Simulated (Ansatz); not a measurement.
# BClH2O: the cost of one run

Program: Ansatz 0.2.0. Level of theory: RKS PBE0/STO-3G. These are calculated values, not measurements.

## 1. Starting point

Bond lengths: B1–H2 1.190 Å, B1–O3 1.410 Å, O3–H4 1.010 Å, B1–Cl5 1.860 Å. Angles: H2–B1–O3 120.0°, H2–B1–Cl5 120.0°, O3–B1–Cl5 120.0°, B1–O3–H4 109.5°.

Structure file:

```xyz
5

B     0.0000    0.0000    0.0000
H     0.0000    0.0000    1.1900
O     1.2211    0.0000   -0.7050
H     1.5209   -0.9519   -0.8599
Cl   -1.6108    0.0000   -0.9300
```

## 2. Preparing the start

Input file input.yaml:

```yaml
crystal:
  periodic: [false, false, false]
  atoms:
    - { symbol: B, position_ang: [0.0, 0.0, 0.0] }
    - { symbol: H, position_ang: [0.0, 0.0, 1.19] }
    - { symbol: O, position_ang: [1.2211, 0.0, -0.705] }
    - { symbol: H, position_ang: [1.5209, -0.9519, -0.8599] }
    - { symbol: Cl, position_ang: [-1.6108, 0.0, -0.93] }
basis:
  gaussian: { orbitals: STO-3G }
hamiltonian:
  xc: pbe0
relax:
  f_tol: 0.02
  max_steps: 40
```

Started as:

```console
$ ansatz run input.yaml --threads 1 --pin off --max-ram 2048MiB --backend cpu --events-out ev --progress --plain --runs-dir out
```

**Question.** How long does this run take on 1 thread of Intel Xeon Platinum 8259CL at 2.50GHz (Skylake/Cascade Lake), shared host, and how much memory does it need?

About 12 s, with a peak of 0.13 GiB.
